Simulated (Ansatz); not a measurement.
# C4H4ClF: a ladder of functionals and wavefunction methods

How much do the methods differ for C4H4ClF? The plan is to run it at one geometry with functionals of several rungs and with coupled cluster, and see how far each lands from CCSD(T) at the basis-set limit for the atomisation energy.

Computed with Ansatz 0.2.0, Gaussian basis. Level: functionals in def2-TZVPP, the program's frozen cores in correlated methods.

The runs, in order: PBE-D4, r2SCAN-D4, PBE0-D4, B3LYP-D4, ωB97X-V, ωB97M-V, B2PLYP; CCSD(T)/def2-TZVPP; MP2/def2-QZVPP; extrapolation to the limit.

## 1. Structure used throughout

All runs share one geometry, relaxed beforehand with PBE0-D4/def2-TZVP.

10 atoms, charge 0, spin multiplicity 1.

Atoms are counted from 1 here; the program's logs count them from 0.

Bond lengths: F1–C2 1.315 Å, C2–C3 1.328 Å, C2–C5 1.486 Å, C3–C4 1.515 Å, C3–H7 1.080 Å, C4–C5 1.556 Å, C4–H8 1.090 Å, C4–H9 1.093 Å, C5–Cl6 1.778 Å, C5–H10 1.090 Å. Angles: F1–C2–C3 134.5°, F1–C2–C5 128.7°, C3–C2–C5 96.8°, C2–C3–C4 91.9°, C2–C3–H7 134.9°, C4–C3–H7 133.2°, C3–C4–C5 86.6°, C3–C4–H8 115.4°, C3–C4–H9 116.4°, C5–C4–H8 112.5°, C5–C4–H9 114.4°, H8–C4–H9 109.9°, C2–C5–C4 84.6°, C2–C5–Cl6 116.7°, C2–C5–H10 116.2°, C4–C5–Cl6 116.4°, C4–C5–H10 115.1°, Cl6–C5–H10 107.0°.

## 2. PBE-D4 (GGA)

in.yaml

```yaml
crystal:
  periodic: [false, false, false]
  atoms:
    - {symbol: F, position_ang: [2.239489, 0.559888, -0.646798]}
    - {symbol: C, position_ang: [1.064587, 0.129286, -0.241707]}
    - {symbol: C, position_ang: [0.651217, -0.908943, 0.476149]}
    - {symbol: C, position_ang: [-0.795797, -0.472441, 0.367724]}
    - {symbol: C, position_ang: [-0.280980, 0.689855, -0.529846]}
    - {symbol: Cl, position_ang: [-0.600901, 2.339358, 0.051292]}
    - {symbol: H, position_ang: [1.134951, -1.758225, 0.936599]}
    - {symbol: H, position_ang: [-1.247388, -0.115582, 1.293941]}
    - {symbol: H, position_ang: [-1.475455, -1.164205, -0.135660]}
    - {symbol: H, position_ang: [-0.606724, 0.649708, -1.568794]}
basis:
  gaussian: {orbitals: def2-TZVPP}
hamiltonian: {xc: pbe, dispersion: d4}
output: {forces: true, orbitals: {seedname: orbitals}}
```

The run is started by

```sh
$ ansatz run in.yaml --threads 4 --pin off --events-out ev --progress --plain --max-ram 10444MiB
```

The runs that follow: r2SCAN-D4 (meta-GGA); PBE0-D4 (hybrid); B3LYP-D4 (hybrid); ωB97X-V (range-separated); ωB97M-V (range-separated); B2PLYP (double hybrid); CCSD(T) in def2-TZVPP; MP2 in def2-QZVPP.

**Question.** What will the summary of the whole plan be? Wanted: atomisation energy, CCSD(T)/CBS; farthest; mean size of error, hybrid; mean size of error, range-separated; gap, smallest and largest; T1 diagnostic; triples share of the correlation energy.

The runs gave:

```
                               quantity                                 value
        atomisation energy, CCSD(T)/CBS                         4142.9 kJ/mol
 functionals within 20.7 kJ/mol (0.5 %)                     B3LYP-D4, ωB97X-V
                               farthest                PBE-D4 (+184.6 kJ/mol)
             mean size of error, hybrid                           43.2 kJ/mol
    mean size of error, range-separated                           23.4 kJ/mol
              gap, smallest and largest  5.15 eV (PBE-D4), 12.00 eV (ωB97X-V)
                          T1 diagnostic                                0.0110
triples share of the correlation energy                                 4.2 %
```

**Reading.** PBE-D4 is off by +184.6 kJ/mol, about 18.5 kJ/mol a bond. Double hybrids carry the basis error of their MP2 part in triple zeta, and no dispersion term here, so their miss is partly the set-up's. The reference freezes the cores and leaves out relativity and excitations past (T), so misses under about 20.7 kJ/mol can't be ranked. Hartree-Fock recovers 72 % of the binding; the rest is correlation. The gap grows from 5.2 to 12.0 eV across the functionals, mostly with the share of exact exchange.
